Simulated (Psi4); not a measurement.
**CF (SMILES [C]F) at UHF/STO-3G**

Aim: the vertical ionisation energy of CF at UHF/STO-3G, from 2 runs. 

Program for the calculation: Psi4 1.11.

## Step 1: The system as given

CF: 2 atoms, total charge 0, spin state doublet. As SMILES, `[C]F`. Geometry: relaxed at PBE0-D4/def2-TZVP.

Bond lengths: C1–F2 1.268 Å.

## Step 2: The energy at UHF/STO-3G

Contents of input.inp:

```
memory 1600 mb

molecule mol {
  0 2
  C      0.000000     0.000000     0.003080
  F      0.000000     0.000000     1.271320
  symmetry c1
}

set basis STO-3G
set reference uhf
set puream true
set e_convergence 1e-09
set d_convergence 1e-08
set scf_type pk
set maxiter 100

E, wfn = energy('scf', return_wfn=True)
oeprop(wfn, 'WIBERG_LOWDIN_INDICES', 'MAYER_INDICES', 'QUADRUPOLE')
print_variables()
```

Command:

```bash
psi4 input.inp input.out -n 1
```

input.out, shortened:

```text
[...]
  Running in c1 symmetry.
[...]
  Nuclear repulsion =   22.531673323803066
[...]
  Multiplicity = 2
[...]
  Nalpha       = 8
  Nbeta        = 7
[...]
    Number of basis functions: 10
[...]
   @UHF iter   1:  -135.29257415460015   -1.07393e+00   1.15905e-02 ADIIS/DIIS
[...]
   @UHF iter  12:  -135.30401781497864   -5.68434e-14   2.75302e-09 DIIS
[...]
   @S^2 Observed:                7.532768631E-01
[...]
    Orbital Energies [Eh]
    ---------------------
    Alpha Occupied:
       1A    -26.057725     2A    -11.025980     3A     -1.615195
       4A     -0.797394     5A     -0.651356     6A     -0.578824
       7A     -0.460129     8A     -0.276739
    Alpha Virtual:
       9A      0.251300    10A      0.702805
    Beta Occupied:
       1A    -26.054904     2A    -11.003290     3A     -1.599521
       4A     -0.743463     5A     -0.582080     6A     -0.567176
[...]
  @UHF Final Energy:  -135.30401781497864
   => Energetics <=
    Nuclear Repulsion Energy =             22.5316733238030658
    One-Electron Energy =                -233.2604636522045780
    Two-Electron Energy =                  75.4247725134228801
    Total Energy =                       -135.3040178149786357
  UHF NO Occupations:
  HONO-2 :    6  A 1.9994844
  HONO-1 :    7  A 1.9988764
[...]
 Multipole Moments:
 ------------------------------------------------------------------------------------
     Multipole            Electronic (a.u.)      Nuclear  (a.u.)        Total (a.u.)
 ------------------------------------------------------------------------------------
 L = 1.  Multiply by 2.5417464519 to convert [e a0] to [Debye]
 Dipole X            :          0.0000000            0.0000000            0.0000000
 Dipole Y            :         -0.0000000            0.0000000           -0.0000000
 Dipole Z            :          0.7429207           -0.4631463            0.2797745
 Magnitude           :                                                    0.2797745
 L = 2.  Multiply by 1.3450342976 to convert [e a0^2] to [Debye ang]
 Quadrupole XX       :         -5.8127058            0.0000000           -5.8127058
 Quadrupole XY       :         -0.0060571            0.0000000           -0.0060571
[...]
```

It took 1.5 s on 1 thread of AMD EPYC 9B14 (Zen 4), shared host; peak memory 0.18 GiB.

## Step 3: The singlet cation

Contents of run.py:

```python
import psi4

psi4.set_memory(1600000000)
psi4.set_num_threads(1)
psi4.core.set_output_file('cf.out', False)

m = psi4.geometry("""
1 1
C      0.00000000     0.00000000     0.00582036
F      0.00000000     0.00000000     2.40244662
units au
symmetry c1
""")

psi4.set_options({
    'basis': 'STO-3G',
    'puream': True,
    'e_convergence': 1e-09,
    'd_convergence': 1e-08,
    'scf_type': 'pk',
})

E, wfn = psi4.energy('scf', molecule=m, return_wfn=True)
psi4.oeprop(wfn, 'MAYER_INDICES', 'WIBERG_LOWDIN_INDICES', 'MULLIKEN_CHARGES')
print(f'total energy {E:.8f} hartree = {E * 27.211386:.5f} eV')
```

Command:

```bash
python run.py
```

cf.out, shortened:

```text
[...]
  Running in c1 symmetry.
[...]
  Nuclear repulsion =   22.531673336500951
[...]
  Multiplicity = 1
[...]
  Nalpha       = 7
  Nbeta        = 7
[...]
    Number of basis functions: 10
[...]
   @RHF iter   1:  -135.00634370063841   -7.87701e-01   1.90538e-02 DIIS/ADIIS
[...]
   @RHF iter   9:  -135.03356571178210    5.68434e-14   5.20795e-11 DIIS
[...]
    Orbital Energies [Eh]
    ---------------------
    Doubly Occupied:
       1A    -26.670420     2A    -11.754862     3A     -2.116658
       4A     -1.258881     5A     -1.068765     6A     -1.068765
       7A     -0.931988
[...]
  @RHF Final Energy:  -135.03356571178210
   => Energetics <=
    Nuclear Repulsion Energy =             22.5316733365009512
    One-Electron Energy =                -225.3898019700781106
    Two-Electron Energy =                  67.8245629217950778
    Total Energy =                       -135.0335657117821029
[...]
 Multipole Moments:
 ------------------------------------------------------------------------------------
     Multipole            Electronic (a.u.)      Nuclear  (a.u.)        Total (a.u.)
 ------------------------------------------------------------------------------------
 L = 1.  Multiply by 2.5417464519 to convert [e a0] to [Debye]
 Dipole X            :          0.0000000            0.0000000            0.0000000
 Dipole Y            :          0.0000000            0.0000000            0.0000000
 Dipole Z            :         -0.1793118           -0.4631463           -0.6424581
 Magnitude           :                                                    0.6424581
[...]
  Mulliken Charges: (a.u.)
   Center  Symbol    Alpha    Beta     Spin     Total
       1     C     2.56711  2.56711  0.00000  0.86577
       2     F     4.43289  4.43289  0.00000  0.13423
   Total alpha =  7.00000, Total beta =  7.00000, Total charge =  1.00000
  Mayer Bond Indices:
[...]
```

Standard output:

```text
total energy -135.03356571 hartree = -3674.45048 eV
```

Wall time 1.5 s (1 thread of AMD EPYC 9B14 (Zen 4), shared host); peak memory 0.18 GiB.

## Step 4: Results

At UHF/STO-3G:

```
                                          quantity          value
                          doublet CF: total energy  -135.30402 Eh
                         doublet CF: dipole moment         0.71 D
    doublet CF: HOMO energy (highest over α and β)       -7.53 eV
     doublet CF: LUMO energy (lowest over α and β)        6.84 eV
                                  doublet CF: ⟨S²⟩          0.753
                      singlet cation: total energy  -135.03357 Eh
                       singlet cation: HOMO energy      -25.36 eV
                       singlet cation: LUMO energy       -7.08 eV
                     singlet cation: HOMO–LUMO gap       18.28 eV
vertical ionisation energy (to the singlet cation)       7.359 eV
```

In words: The vertical ionisation energy comes to 7.36 eV (710 kJ/mol). Only the singlet of the ionised species was computed; a triplet could lie lower. In a minimal basis such a difference can be off by several eV, whatever the method.
